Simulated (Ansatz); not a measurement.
`Cl[SiH]Cl` radical at its PBE0-D4/def2-TZVP geometry, where that method's forces vanish. Charge 0, multiplicity 2.

| atom | x (Å) | y (Å) | z (Å) |
| --- | --- | --- | --- |
| Cl1 | -0.303 | 1.379 | -1.242 |
| Si2 | -0.461 | -0.148 | 0.113 |
| Cl3 | 0.887 | -1.625 | -0.328 |
| H4 | -0.124 | 0.394 | 1.457 |

Question: For each bond, give half the difference of the two atoms' forces along it (eV/Å; positive pushes the atoms apart) under PBE-D4, r2SCAN-D4, B3LYP-D4, ωB97M-V in def2-TZVPP. (Estimate.)

Answer: Ansatz gave: 
| bond | length (Å) | PBE-D4 | r2SCAN-D4 | B3LYP-D4 | ωB97M-V |
| --- | --- | --- | --- | --- | --- |
| Cl1–Si2 | 2.047 | 0.23 | 0.06 | 0.23 | 0.09 |
| Si2–Cl3 | 2.047 | 0.23 | 0.06 | 0.23 | 0.09 |
| Si2–H4 | 1.488 | 0.12 | -0.04 | -0.13 | -0.14 |

B3LYP here is the variant with VWN-RPA as its local correlation; programs differ in this.
